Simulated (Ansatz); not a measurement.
## Which method gave which barrier?

Saddle point of Si2H7Cl, singlet (SiH₃Cl ([SiH3][Cl]) + SiH₄ → SiH₃Cl ([SiH3][Cl]) + SiH₄; bonds formed: Si1–H7, Cl2–Si6; bonds broken: Si1–Cl2, Si6–H7), PBE0-D4/def2-TZVP structure:

| atom | x (Å) | y (Å) | z (Å) |
| --- | --- | --- | --- |
| Si1 | -0.3263 | 0.8093 | -1.2548 |
| Cl2 | 0.9152 | -1.1130 | -0.9304 |
| H3 | 0.0283 | 0.6611 | -2.6998 |
| H4 | -1.8101 | 0.7166 | -1.2370 |
| H5 | 0.2579 | 2.1229 | -0.8754 |
| Si6 | 0.3071 | -0.7851 | 1.2748 |
| H7 | -0.3871 | 0.4768 | 0.3975 |
| H8 | 0.9967 | 0.2673 | 2.0669 |
| H9 | 1.0936 | -2.0244 | 1.5601 |
| H10 | -1.0754 | -1.1314 | 1.6981 |

Computed with Ansatz 0.2.0 (basis: def2-TZVPP, with def2-QZVPP for the basis limit); correlated methods freeze the cores. B3LYP uses VWN-RPA correlation. Extrapolation: Hartree–Fock as exp(−7.88 √X), correlation as X^−2.97. Four methods, as single points on the PBE0-D4 structures, gave these electronic barriers from the start structure: 1.664, 2.009, 2.107, 2.776 eV.

(1) The methods were, in alphabetical order, B3LYP-D4, CCSD(T), HF, PBE-D4. Which gave which? (Judge from chemistry; the calculation decides.)

No T1 diagnostic of these runs exceeds 0.012. The start structure is not quite a true minimum (one mode of 54i cm⁻¹). The end structure is not quite a true minimum (one mode of 56i cm⁻¹).

Results:

(1) The calculation gives: PBE-D4 1.664; B3LYP-D4 2.009; CCSD(T) 2.107; HF 2.776 eV. For comparison, CCSD(T) at an estimated basis limit (MP2 extrapolated from triple and quadruple zeta, plus CCSD(T) − MP2 in triple zeta) gives 2.048 eV.

Ligand swaps between two centres remove the fluorinated layer in thermal atomic layer etching, and scramble precursors in the gas phase.

Labels in which every atom is bracketed show which atoms are joined, not bond orders.

For scale, one of the runs: CCSD(T)/def2-TZVPP, 224 basis functions, launched by `ansatz run in.yaml --threads 4 --pin off --events-out ev --progress --plain --max-ram 9574MiB`. Time: 37 s of wall clock on 4 CPU threads of an Arm Neoverse V1; the host was shared. Peak host memory: 3.2 GiB.
